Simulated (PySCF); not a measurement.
**Cl2 (chlorine) at CIS/x2c-TZVPPall (sfX2C, spin of roots singlet)**

Wanted: the vertical excitations of Cl2 (chlorine). 

Program for the calculation: PySCF 2.14.0.

10 further runs of the same task are left out: 1 that didn't finish, 9 set aside as unsound or not needed.

**1. The molecule**

Cl2 has 2 atoms, charge 0, and is taken as a singlet. SMILES: `ClCl`. The coordinates come from a GFN2-xTB relaxation.

Bond lengths: Cl1–Cl2 2.016 Å.

**2. The vertical excitations at CIS/x2c-TZVPPall (sfX2C, spin of roots singlet)**

File input.py:

```python
# ClCl
from pyscf import gto, scf, tdscf

mol = gto.Mole()
mol.atom = '''
Cl   0.859850  -0.286310   0.440860
Cl  -0.859850   0.286310  -0.440860
'''
mol.verbose = 4
mol.max_memory = 1860
mol.basis = 'x2c-tzvppall'
mol.spin = 0
mol.build()

mf = scf.RHF(mol)
mf = mf.x2c()
mf.kernel()

energy = mf.e_tot
print(f'total energy: {energy:.8f} hartree')

td = tdscf.TDA(mf)
td.nstates = 6
td.kernel()
td.analyze()
roots = td.e * 27.211386
osc = td.oscillator_strength()
print('state   eV      nm      f')
for i, (w, f) in enumerate(zip(roots, osc), 1):
    print('%3d %9.4f %8.1f %9.5f' % (i, w, 1239.842 / w, f))
```

Command:

```console
$ OMP_NUM_THREADS=1 python input.py
```

Standard output:

```text
PySCF version 2.14.0

[INPUT] num. atoms = 2
[INPUT] num. electrons = 34
[INPUT] charge = 0
[INPUT] spin (= nelec alpha-beta = 2S) = 0
[INPUT] symmetry False subgroup None
[INPUT] Mole.unit = angstrom
[INPUT] Symbol           X                Y                Z      unit          X                Y                Z       unit  Magmom
[INPUT]  1 Cl     0.859850000000  -0.286310000000   0.440860000000 AA    1.624881008207  -0.541047486724   0.833104659276 Bohr   0.0
[INPUT]  2 Cl    -0.859850000000   0.286310000000  -0.440860000000 AA   -1.624881008207   0.541047486724  -0.833104659276 Bohr   0.0

nuclear repulsion = 75.8738341510311
number of shells = 8
number of NR pGTOs = 126
number of NR cGTOs = 84
basis = x2c-tzvppall
ecp = {}

******** <class 'pyscf.x2c.sfx2c1e.sfX2C1eRHF'> ********
method = sfX2C1eRHF
initial guess = minao
damping factor = 0
level_shift factor = 0
DIIS = <class 'pyscf.scf.diis.CDIIS'>
diis_start_cycle = 1
diis_space = 8
diis_damp = 0
SCF conv_tol = 1e-09
SCF conv_tol_grad = None
SCF max_cycles = 50
direct_scf = True
direct_scf_tol = 1e-13

******** <class 'pyscf.x2c.sfx2c1e.SpinFreeX2CHelper'> ********
approx = 1e
xuncontract = 1
Set gradient conv threshold to 3.16228e-05
Initial guess from minao.
init E= -921.889182964155
  HOMO = -0.361559764219019  LUMO = -0.133322150001586  gap/eV = 6.21066
cycle= 1 E= -921.788735038963  delta_E=  0.1  |g|= 0.264  |ddm|= 1.31
  HOMO = -0.463969045965958  LUMO = 0.00429165553562783  gap/eV = 12.74202
cycle= 2 E= -921.802428788393  delta_E= -0.0137  |g|= 0.126  |ddm|= 0.213
  HOMO = -0.444292853196724  LUMO = 0.0304195902182975  gap/eV = 12.91758
cycle= 3 E= -921.804887052724  delta_E= -0.00246  |g|= 0.0194  |ddm|= 0.067
  HOMO = -0.443720506202772  LUMO = 0.0348645641575445  gap/eV = 13.02296
cycle= 4 E= -921.80507674096  delta_E= -0.00019  |g|= 0.00461  |ddm|= 0.0182
  HOMO = -0.444670761358853  LUMO = 0.0345106706722227  gap/eV = 13.03919
cycle= 5 E= -921.805089196395  delta_E= -1.25e-05  |g|= 0.000633  |ddm|= 0.00461
  HOMO = -0.444544667903872  LUMO = 0.0346918952824353  gap/eV = 13.04069
cycle= 6 E= -921.805089385279  delta_E= -1.89e-07  |g|= 0.00012  |ddm|= 0.000695
  HOMO = -0.444566277626719  LUMO = 0.0346679383024977  gap/eV = 13.04063
cycle= 7 E= -921.805089388353  delta_E= -3.07e-09  |g|= 2.16e-05  |ddm|= 0.000106
  HOMO = -0.444567619887888  LUMO = 0.0346651493130423  gap/eV = 13.04059
cycle= 8 E= -921.805089388554  delta_E= -2.01e-10  |g|= 3.37e-06  |ddm|= 3.56e-05
  HOMO = -0.444567299351312  LUMO = 0.0346652551224729  gap/eV = 13.04058
Extra cycle  E= -921.805089388556  delta_E= -2.27e-12  |g|= 9.2e-07  |ddm|= 3.73e-06
converged SCF energy = -921.805089388556
total energy: -921.80508939 hartree

******** <class 'pyscf.tdscf.rhf.TDA'> for <class 'pyscf.x2c.sfx2c1e.sfX2C1eRHF'> ********
nstates = 6 singlet
deg_eia_thresh = 1.000e-03
wfnsym = None
conv_tol = 1e-05
eigh lindep = 1e-12
eigh level_shift = 0
eigh max_cycle = 100

Excitation energies (eV)
[ 4.19504477  4.19504477  7.2807241   7.2807241  10.27991136 15.02093454]

** Singlet excitation energies and oscillator strengths **
      17 -> 18        0.69787
      16 -> 18       -0.69787
      15 -> 18        0.69479
      14 -> 18        0.69479
      13 -> 18       -0.66455
      17 -> 19        0.68287

** Transition electric dipole moments (AU) **
state          X           Y           Z        Dip. S.      Osc.
  1        -0.0085      0.0005      0.0169      0.0004      0.0000
  2        -0.0050     -0.0181     -0.0020      0.0004      0.0000
  3         0.0000     -0.0000      0.0000      0.0000      0.0000
  4        -0.0000      0.0000     -0.0000      0.0000      0.0000
  5        -1.6571      0.5518     -0.8496      3.7725      0.9501
  6         0.0000      0.0000      0.0000      0.0000      0.0000

** Transition velocity dipole moments (imaginary part, AU) **
state          X           Y           Z        Dip. S.      Osc.
  1        -0.0578      0.0036      0.1150      0.0166      0.0717
  2        -0.0342     -0.1234     -0.0134      0.0166      0.0717
  3         0.0000     -0.0000      0.0000      0.0000      0.0000
  4        -0.0000      0.0000     -0.0000      0.0000      0.0000
  5        -0.4277      0.1424     -0.2193      0.2513      0.4435
  6         0.0000      0.0000      0.0000      0.0000      0.0000

** Transition magnetic dipole moments (imaginary part, AU) **
state          X           Y           Z
  1         0.0000     -0.0000     -0.0000
  2         0.0000     -0.0000     -0.0000
  3        -0.2737     -0.5910      0.1501
  4        -0.2159      0.2478      0.5820
  5        -0.0000     -0.0000     -0.0000
  6        -0.2145     -0.7415     -0.0631
state   eV      nm      f
  1    4.1950    295.5   0.00004
  2    4.1950    295.5   0.00004
  3    7.2807    170.3   0.00000
  4    7.2807    170.3   0.00000
  5   10.2799    120.6   0.95011
  6   15.0209     82.5   0.00000
```

Run time: 7.5 s. Hardware: 1 thread of Intel Xeon Platinum 8375C at 2.90GHz (Ice Lake), shared host; peak memory 0.18 GiB.

The roots found:

```tsv
excited state	energy (eV)	strength
1	4.195	0.0000
2	4.195	0.0000
3	7.281	0.0000
4	7.281	0.0000
5	10.280	0.9501
6	15.021	0.0000
```

**3. Outcome**

At CIS/x2c-TZVPPall (sfX2C, spin of roots singlet):

```
                             quantity          value
    ground-state or mean-field energy  -921.80509 Eh
 dipole moment (Hartree–Fock density)         0.00 D
  HOMO energy (Hartree–Fock orbitals)      -12.10 eV
  LUMO energy (Hartree–Fock orbitals)        0.94 eV
HOMO–LUMO gap (Hartree–Fock orbitals)       13.04 eV
     lowest singlet excitation energy        4.20 eV
```

What this shows: The brightest of the 6 transitions from the ground state lies at 10.28 eV (121 nm, f = 0.950); the lowest, at 4.20 eV, has f = 0.000.
